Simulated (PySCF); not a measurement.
## From computed data to an observable: oscillator strength and radiative lifetime

propane (C3H8), SMILES C(C)C.

Geometry: B3LYP-D3(BJ)/def2-SVP.

TDA-PBE/def2-SVPD (PySCF) puts the first singlet state with f over 0.02 at 8.35 eV (vertical), with the transition dipole (0.492, 0.000, 0.000) in atomic units.

Q: Find the oscillator strength, the wavelength and the radiative lifetime that this transition would have in vacuum if emission retraced absorption.

A: 
|μ|² = 0.2421 au, so |μ| = 1.25 D. ΔE = 8.35/27.211 = 0.3069 hartree. f = (2/3) ΔE |μ|² = 0.050 (the program prints 0.049).
λ = 1239.84/8.35 = 148 nm; ν = 67347 cm⁻¹.
Einstein's coefficient A = 0.6670 ν² f s⁻¹ (ν in cm⁻¹) = 1.5e8 s⁻¹, so τ = 1/A = 6.7 ns. This state is S3; the lower singlets have f = 0.003, 0.007. The figure is the radiative limit of this one transition; relaxation, internal conversion, crossing to triplets and a medium change what is measured.
